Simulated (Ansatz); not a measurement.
## BNH6 (SMILES [H]B([H])([H])<-N): the energy, rung by rung

BNH6 has 8 atoms, charge 0, and is taken as a singlet. SMILES: `[H]B([H])([H])<-N`. The shape is that of a GFN2-xTB optimisation.

```xyz
8

B    -0.0022    0.0030   -0.8307
N     0.0021   -0.0030    0.8280
H    -0.9561    0.0344    1.1535
H     0.5158    0.8072    1.1527
H     0.4496   -0.8541    1.1461
H     1.1434   -0.0321   -1.1528
H    -0.5450    1.0152   -1.1449
H    -0.6076   -0.9705   -1.1519
```

Quantity: the energy change with the B1–H7 bond stretched from 1.191 to 2.381 Å, in eV. The values are calculated.

| level | kind | program | value (eV) | less CCSDT/STO-3G | CPU time (all runs) |
| --- | --- | --- | --- | --- | --- |
| HF/STO-3G (restricted) | Hartree–Fock | Ansatz | 7.06 | +2.16 | 0.16 s |
| SVWN5/STO-3G (restricted) | LDA | Ansatz | 5.44 | +0.54 | 1.6 s |
| revPBE/STO-3G (restricted) | GGA | Ansatz | 5.12 | +0.22 | 2.5 s |
| r2SCAN/STO-3G (restricted) | meta-GGA | Ansatz | 5.54 | +0.64 | 4.9 s |
| B3LYP/STO-3G (restricted) | global hybrid | Ansatz | 5.54 | +0.64 | 2.5 s |
| PBE0/STO-3G (restricted) | global hybrid | Ansatz | 5.79 | +0.89 | 2.3 s |
| wB97X/STO-3G (restricted) | range-separated hybrid | Ansatz | 6.03 | +1.13 | 11 s |
| B2PLYP/STO-3G (restricted) | double hybrid | Ansatz | 5.70 | +0.80 | 3.2 s |
| MP2/STO-3G (restricted) | perturbation theory | Ansatz | 5.89 | +0.99 | 0.18 s |
| CCSDT/STO-3G (restricted) | coupled cluster or CI | Ansatz | 4.90 | 0.00 | 0.79 s |

Differences are taken from CCSDT/STO-3G (restricted) for orientation; it has basis-set and higher-order errors of its own. Its T1 diagnostic reaches 0.036, a sign that one reference may not serve. At this stretch a single reference begins to fail. The first shape isn't each level's own minimum. The values span 4.90 to 7.06 eV. All rows use very small basis sets, so none should be taken for the real molecule's value. In so small a basis fixed costs decide the times, and correlated methods can beat functionals. CPU times are rough (shared hosts, several kinds of processor and program).
